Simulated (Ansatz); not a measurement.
C$_{3}$H$_{3}$ClF$_{2}$ (`C=CC(F)(F)Cl`), relaxed with RKS PBE0-D4/def2-TZVP in Ansatz 0.2.0 from a PBE-D4/def2-SVP geometry. The force threshold is 0.005 eV/Å; the program also tests the step.

Total charge 0; spin multiplicity 1.

Start:

```xyz
9

C    -1.396   -0.312    0.211
C    -0.209   -0.372   -0.411
C     1.024    0.303    0.110
F     0.825    0.896    1.306
F     2.035   -0.588    0.256
Cl    1.575    1.570   -1.067
H    -2.277   -0.826   -0.202
H    -1.520    0.254    1.147
H    -0.057   -0.925   -1.351
```

How much energy does the relaxation release, and in how many steps? (An estimate is asked.)

Computed: 4.83 kJ/mol, in 6 steps, 1 of them rejected.

Which bonds change most? (Best estimate.)

Computed: C3–Cl6 from 1.815 to 1.785 Å; C1–C2 from 1.341 to 1.321 Å; C1–H8 from 1.101 to 1.083 Å; C2–H9 from 1.101 to 1.084 Å.

Give the relaxed structure. (Estimate.)

Computed: 
```xyz
9

C    -1.381   -0.308    0.207
C    -0.212   -0.371   -0.407
C     1.013    0.304    0.104
F     0.823    0.886    1.293
F     2.016   -0.579    0.249
Cl    1.561    1.554   -1.045
H    -2.246   -0.818   -0.197
H    -1.509    0.252    1.125
H    -0.064   -0.920   -1.330
```
